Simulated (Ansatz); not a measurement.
Hf₃I₂: from a trial structure to a relaxed crystal

Computed with DFT PBE, scalar-relativistic, plane waves, PAW (Ansatz). Cutoff 420 eV, Γ-centred k mesh, Gaussian smearing, no spin polarisation in the final step.

The start puts Hf₃I₂ on the anti-A-type sesquioxide structure type (P-3m1, No. 164), with I in place of La, Hf in place of O, at a guessed volume.

```yaml
crystal:
  lattice:
    - [4.70688, 0.00000, 0.00000]
    - [-2.35344, 4.07627, 0.00000]
    - [0.00000, 0.00000, 7.32313]
  atoms:
    - { symbol: Hf, position: [0.00000, 0.00000, 0.00000] }
    - { symbol: Hf, position: [0.33333, 0.66667, 0.64500] }
    - { symbol: Hf, position: [0.66667, 0.33333, 0.35500] }
    - { symbol: I, position: [0.33333, 0.66667, 0.24500] }
    - { symbol: I, position: [0.66667, 0.33333, 0.75500] }
```

Steps on the 12×12×6 mesh (5 atoms). 9 of 10 steps are shown, and the free energy counts from the last. Trial steps that were taken back and renewals of the plane-wave basis can be among the rows.

```tsv
step	ΔF (meV/atom)	V (Å³/atom)	P (GPa)	largest force component (eV/Å)
1	146.6	28.10	-3.28	0.113
2	109.7	26.12	0.54	0.460
3	72.4	25.31	0.68	0.614
4	16.7	24.62	0.90	0.427
5	7.2	24.29	2.05	0.326
6	18.8	25.64	-1.52	0.425
7	0.0	24.92	-0.21	0.096
9	-0.3	24.84	0.03	0.001
10	0.0	24.84	0.02	0.002
```

A final relaxation ran on a 12×12×6 mesh. The relaxed crystal, P-3m1 (No. 164):

```cif
data_structure
_symmetry_space_group_name_H-M 'P-3m1'
_symmetry_Int_Tables_number 164
_cell_length_a 4.8482
_cell_length_b 4.8482
_cell_length_c 6.1023
_cell_angle_alpha 90.000
_cell_angle_beta 90.000
_cell_angle_gamma 120.000
_cell_volume 124.22
loop_
_atom_site_label
_atom_site_type_symbol
_atom_site_symmetry_multiplicity
_atom_site_Wyckoff_symbol
_atom_site_fract_x
_atom_site_fract_y
_atom_site_fract_z
_atom_site_occupancy
Hf1 Hf 1 a 0.00000 0.00000 0.00000 1
Hf2 Hf 2 d 0.33333 0.66667 0.65009 1
I1 I 2 d 0.33333 0.66667 0.17590 1
```

* Volume per atom: 24.84 Å³
* Density: 10.55 g/cm³
* Energy over the elements: 0.67 eV/atom
* Gap on the 12×12×6 mesh: 0 eV (a metal)

The zero of energy is the elements' standard structures at the same level; no fitted shifts are applied.

The final run used a 12×12×6 mesh on its 5-atom cell and 0.10 eV smearing. The k mesh leaves about 4 meV/atom of noise in metals. Spin–orbit coupling is left out.

A structure relaxed within its symmetry needn't be a true minimum.

Cost: 3 runs of about 13 core-minutes in all, on Intel Xeon Platinum 8488C (Sapphire Rapids) (shared hosts).